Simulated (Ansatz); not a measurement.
For hcp Sc, PBE-D4 (Ansatz, an electronic-structure program, PAW) gives:

```
Quantity                    Value
-------------------  ------------
lattice constant a        3.287 Å
lattice parameter c       5.107 Å
bulk modulus             56.4 GPa
cohesive energy      4.39 eV/atom
```

What does r²SCAN-D4 (Ansatz, plane waves, PAW) give for the same quantities?


- lattice constant a: 3.319 Å (rises by 1.0 %)
- lattice parameter c: 5.173 Å (grows by 1.3 %)
- bulk modulus: 55.7 GPa (falls by 1.2 %)
- cohesive energy: 4.08 eV/atom (decreases by 0.31 eV/atom)

For comparison: lattice constant a 3.309 Å (measured, 293 K, not corrected to a static lattice; as tabulated in Wikipedia's data pages); lattice parameter c 5.268 Å (measured, 293 K, not corrected to a static lattice; as tabulated in Wikipedia's data pages); bulk modulus 55.6 GPa (measured, zero-point energy and finite temperature contributions removed, our sources range from 44.5 to 55.6; as tabulated in doi:10.1021/acs.jctc.3c00612); cohesive energy 3.93 eV/atom (measured, static lattice: zero-point vibration energy added; as tabulated in Mejia-Rodriguez and Trickey (2018), arXiv:1807.09216).

Changes are worked out from the printed values.

Unless a cell is named, each level is at its own relaxed cell (PBE-D4 23.89, r²SCAN-D4 24.68 Å³/atom).

The crystal itself was run without spin with PBE-D4, r²SCAN-D4; a magnetic state was not tried in these runs.

Ansatz's density-functional and Hartree–Fock values are scalar-relativistic unless marked +SOC, with PAW data made under PBE.
